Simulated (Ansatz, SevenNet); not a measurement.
Voigt–Reuss–Hill shear modulus (GPa) of solids drawn from the class of elemental solids other than molecular ones, at two levels: the machine-learned potential SevenNet-l3i5 (trained on PBE and PBE+U data), and r²SCAN in Ansatz (PAW).

```csv
solid,SevenNet-l3i5,r²SCAN,shift (%)
fcc Ca,7.18,9.46,+32
bcc Ba,10.3,6.15,-40
hcp Zr,21.7,40.9,+88
hcp Y,14.2,24.7,+74
hcp Tc,53.7,146,+172
body-centred tetragonal In,2.04,4.34,+113
fcc Ir,123,239,+94
fcc Pt,56.9,52.0,-8.6
hcp Re,73.6,181,+146
hcp Cd,4.48,24.7,+451
```

The shifts run from -40 % to +451 %, with a median of +91 %.

Over all 10 rows r²SCAN is the larger in 8.

Ansatz's runs of these crystals have no spin polarisation. Meta-GGA and hybrid levels favour moments, which can bear on hcp Y, fcc Pt.

Spin–orbit coupling is left out, also for the solids with elements from indium on (bcc Ba, body-centred tetragonal In, fcc Ir, fcc Pt, hcp Re); its size isn't shown.

Each level is taken at its own relaxed cell. Ansatz's density-functional and Hartree–Fock values are scalar-relativistic unless marked +SOC, with PAW data made under PBE.

Ansatz is a first-principles code.
